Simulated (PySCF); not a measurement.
Mapped SMILES: `[BH2:1][C:2]#[CH:3]` (H(Xn): hydrogen on atom n).

Geometry: PBE0-D3(BJ)/def2-SVP; GIAO shifts from PySCF 2.14.0 with density-fitted response routines, gas phase, non-relativistic, averaged over equivalent atoms.

At PBE0/def2-SVP (57 basis functions, 2.1 s wall time on 1 thread of an Intel Xeon Platinum 8488C, shared host):
| atoms | δ (ppm) |
| --- | --- |
| B1 | 68.5 |
| C3 | 139.3 |
| C2 | 90.3 |
| H(B1) | 6.95 |
| H(C3) | 5.72 |

Referencing at the same level of theory: $^{11}$B (110.67 ppm) vs BF3·OEt2; TMS for $^{13}$C (193.72 ppm) and $^{1}$H (31.34 ppm).

Task: Predict the values at B97-2/pcSseg-2 on the same geometry.

Result: 
```json
{"atoms": "B1", "δ at B97-2/pcSseg-2": "67.3", "change": "-1.2"}
{"atoms": "C3", "δ at B97-2/pcSseg-2": "143.9", "change": "+4.6"}
{"atoms": "C2", "δ at B97-2/pcSseg-2": "98.2", "change": "+7.9"}
{"atoms": "H(B1)", "δ at B97-2/pcSseg-2": "6.56", "change": "-0.39"}
{"atoms": "H(C3)", "δ at B97-2/pcSseg-2": "5.58", "change": "-0.14"}
```

References, each an isolated molecule treated in the same way: $^{11}$B (σref 100.12) vs BF3·OEt2; TMS for $^{13}$C (σref 183.46) and $^{1}$H (σref 31.36).

The largest change is at C2 (alkyne carbon). Cost: 150 basis functions, 4 s wall time on 1 thread of an Arm Neoverse V2, shared host.

A carbon bonded to boron is broadened by the quadrupolar boron nucleus and is often missing from a measured spectrum.
